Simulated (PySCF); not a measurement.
Level of theory and proton affinities: hydrogen sulfide

Structure: `S` (H2S). Non-hydrogen atoms are numbered in `[SH2:1]`.

All levels share the PBE0-D3(BJ)/def2-SVP structures and the PBE0-D3(BJ)/def2-SVP thermal terms; only the single-point energies (PySCF) change. Values are proton affinities (298 K, kJ/mol).

Measured (NIST Chemistry WebBook): proton affinity (−ΔH) 703 kJ/mol.

```
                 level   S1    time
       M06/aug-cc-pVDZ  695   1.3 s
        HF/aug-cc-pVTZ  713  0.52 s
ωB97X-D3(BJ)/def2-TZVP  719       –
```

Times are wall times for all single points of a level on 1 thread of Arm Neoverse V1, a shared host; the dash marks the run that also made the structures.

Hartree-Fock leaves out electron correlation, so its proton affinities can be off by tens of kJ/mol.

The spread: 23 kJ/mol, from 695 to 719.

Differences come from unrounded values, so a last digit can differ from that of the printed terms.

---

# Level of theory and proton affinities: 1-methoxypropane

Structure: `CCCOC` (C4H10O). Numbering: `[CH3:1][CH2:2][CH2:3][O:4][CH3:5]`

All levels share the PBE0-D3(BJ)/def2-SVP structures and the PBE0-D3(BJ)/def2-SVP thermal terms; only the single-point energies (PySCF) change. Values are proton affinities (298 K, kJ/mol).

Measured (NIST Chemistry WebBook): proton affinity (−ΔH) 815 kJ/mol.

| level | O4 |
| --- | --- |
| B97-2/aug-cc-pVDZ | 822 |
| ωB97X-D3(BJ)/def2-TZVP | 823 |

The spread: 0 kJ/mol, from 822 to 823.

Differences come from unrounded values, so a last digit can differ from that of the printed terms.

---

## 2,2-difluoroethanol: proton affinities at several levels

Structure: `OCC(F)F` (C2H4F2O). Non-hydrogen atoms are numbered in `[OH:1][CH2:2][CH:3]([F:4])[F:5]`.

All levels share the PBE0-D3(BJ)/def2-SVP structures and the PBE0-D3(BJ)/def2-SVP thermal terms; only the single-point energies (PySCF) change. Values are proton affinities (298 K, kJ/mol).

Measured (NIST Chemistry WebBook): proton affinity (−ΔH) 727 kJ/mol.

```csv
level,O1
LC-ωPBE/def2-TZVP,734
ωB97X-D3(BJ)/def2-TZVP,738
```

The spread: 4 kJ/mol, from 734 to 738.
